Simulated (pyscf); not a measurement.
Elementary routes open to `[NH2][Si]([Cl])[Cl]` [doublet] + `[NH3]` in the gas phase (doublet surface):
A. `[NH2][SiH]([Cl])[Cl]` + `[NH2]` [doublet] (H–N broken; H–Si formed)
B. `[NH2][Si]([NH2])([Cl])[Cl]` + `[H]` [doublet] (H–N broken; N–Si formed)

PySCF, gas phase, ωB97X-D3(BJ)/def2-SVP geometries.

Rank the routes by free-energy barrier at 900 K, lowest first, for ωB97M-D3(BJ)/def2-TZVP energies (ideal gas, 1 atm, RRHO with modes under 100 cm⁻¹ raised to 100, one conformer, R ln 2 for chiral ones without a mode under 150 cm⁻¹).

A (45.5 kcal/mol), B (47.9 kcal/mol)

Route A is the fastest of these, ahead of the next by 2.4 kcal/mol. The most stable products are those of B (ΔG = +3.8 kcal/mol), whose barrier is 2.4 kcal/mol higher: the kinetic and the thermodynamic product differ. At 298 K B takes the lead. B: On the reactant side the descent ends in a bound adduct, 8.0 kcal/mol under the separated species and 26.7 kcal/mol under the saddle at ωB97X-D3(BJ)/def2-TZVP. Only these routes are compared; each barrier is that of the saddle found, and lower ones may exist.
